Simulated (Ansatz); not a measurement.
For zinc-blende InSb, r²SCAN+SOC in Ansatz (plane waves, PAW) gives:

- lattice parameter a = 6.556 Å
- bulk modulus B0 = 43.2 GPa
- band gap at the measured cell = 0.01 eV

Q: What does PBE0 (PAW; Ansatz, a first-principles code) give for the same quantities?

A: 
- lattice constant a: 6.538 Å (falls by 0.3 %)
- bulk modulus: 45.4 GPa (grows by 5.1 %)
- band gap at the measured cell: 0.99 eV (grows by 0.98 eV)

For comparison: lattice constant a 6.468 Å (measured, static lattice: zero-point anharmonic expansion removed; as tabulated in Mejia-Rodriguez and Trickey (2018), arXiv:1807.09216); bulk modulus 46.1 GPa (measured, 0 K value with the zero-point phonon effect removed; as tabulated in Mejia-Rodriguez and Trickey (2018), arXiv:1807.09216); band gap 0.26 eV (measured, zero-point shift of 0.02 eV (the table's estimate, ZP (est)) added back here, E0, Γ; inputs from arXiv:2302.06325).

Changes are worked out from the printed values.

Unless a cell is named, each level is at its own relaxed cell (r²SCAN+SOC 35.22, PBE0 34.93 Å³/atom).

Spin–orbit coupling is included only where a level's name says +SOC; with heavier elements it mostly lowers gaps and can invert bands. Density-functional gaps are differences of (generalised) Kohn–Sham levels.

Caveats: the gap of the solid is closed in this run (r²SCAN+SOC). Ansatz's density-functional and Hartree–Fock values are scalar-relativistic unless marked +SOC, with PAW data made under PBE.
